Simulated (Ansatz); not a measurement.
```yaml
crystal:
  periodic: [false, false, false]
  atoms:
    - {symbol: B, position_ang: [0.000000, 0.000000, 0.000000]}
    - {symbol: As, position_ang: [0.000000, 0.000000, 1.887900]}
basis:
  gaussian: {orbitals: def2-TZVP}
magnetization: {spin_polarized: true, initial_magnetization: 2}
hamiltonian: {xc: pbe0}
relax: {f_tol: 0.004, max_steps: 80}
```

```sh
$ ansatz run in.yaml --threads 1 --pin off --events-out ev --progress --plain --max-ram 2176MiB
```

Steps of the relaxation (energy above the last step; positions in Å, forces in eV/Å):

```
2
step 1, 20.7 meV
B     0.000    0.000    0.000    0.000    0.000    0.931
As    0.000    0.000    1.888    0.000    0.000   -0.931
```

```
2
step 2, 2.1 meV
B     0.000    0.000    0.015    0.000    0.000    0.314
As    0.000    0.000    1.873    0.000    0.000   -0.314
```

```
2
step 3, 0.0 meV
B     0.000    0.000    0.022    0.000    0.000   -0.017
As    0.000    0.000    1.866    0.000    0.000    0.017
```

```
2
step 5, 0.0 meV
B     0.000    0.000    0.021    0.000    0.000    0.000
As    0.000    0.000    1.866    0.000    0.000    0.000
```

Close pairs at the end: B1–As2 1.845 Å.

A stationary point of unrestricted PBE0 after 5 steps, with ⟨S²⟩ = 2.011 against 2.00 for a pure state. 16 s on 1 thread of Arm Neoverse V2, shared host.
